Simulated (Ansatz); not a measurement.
## Atomization energy of C₂H₆, singlet, from cheap to dear

Geometry (MP2(full)/6-31G*, from the G2/97 set):

```tsv
atom	x (Å)	y (Å)	z (Å)
C	0.0000	0.0000	0.7622
C	0.0000	0.0000	-0.7622
H	0.0000	1.0190	1.1572
H	-0.8824	-0.5095	1.1572
H	0.8824	-0.5095	1.1572
H	0.0000	-1.0190	-1.1572
H	-0.8824	0.5095	-1.1572
H	0.8824	0.5095	-1.1572
```

Measured, as an electronic atomization energy: 2979.7 kJ/mol (G2/97 heats of formation of molecule and atoms, with zero-point and thermal terms from B3LYP taken off; Curtiss et al., J. Chem. Phys. 106, 1063 (1997), Staroverov et al., J. Chem. Phys. 119, 12129 (2003)). The measured value holds scalar relativity and spin–orbit coupling, which all computed ones lack, and core correlation, which the wave-function levels lack. Atoms are taken at the same level; beside RHF, RMP2 and RCC rows they are unrestricted. Ansatz 0.2.0; the 6-31G* set has Cartesian d functions; a miss is computed less measured; times are wall times on shared hosts and scatter by a factor of two or so.

| level | basis | miss (kJ/mol) | time of the run | hardware |
| --- | --- | --- | --- | --- |
| RHF | cc-pVDZ | -705.5 | 0.49 s | 1 CPU thread |
| RMP2 | cc-pVDZ | -184.1 | – | – |
| RCCSD(T) | cc-pVDZ | -181.0 | 0.88 s | 1 CPU thread |
| RCCSDT(Q) | cc-pVDZ | -180.1 | 3.6 s | H100 + 2 CPU threads |
| RHF | cc-pVTZ | -675.2 | 0.98 s | 1 CPU thread |
| RMP2 | cc-pVTZ | -54.9 | – | – |
| RCCSD(T) | cc-pVTZ | -54.8 | 3.5 s | H100 + 2 CPU threads |
| RCCSDT(Q) | cc-pVTZ | -54.8 | 52 s | H100 + 2 CPU threads |
| RHF | cc-pVQZ | -672.7 | 4 s | 1 CPU thread |
| RMP2 | cc-pVQZ | -20.9 | – | – |
| RCCSD(T) | cc-pVQZ | -23.5 | 4.7 s | H100 + 2 CPU threads |

HF's time is that of a plain UHF run. A dash: the level came out of a higher level's run.

A composite of the best parts (restricted reference, at this geometry, which isn't the minimum of the high levels):

```
                                    part   kJ/mol
Hartree–Fock limit (T, Q; exp(−5.46 √X))  2307.73
   CCSD(T) correlation limit (T, Q; X⁻³)   670.19
                    CCSDT − CCSD(T) (TZ)    -1.03
                                (Q) (TZ)     0.95
                                     sum   2977.8
                       sum less measured     -1.9
```
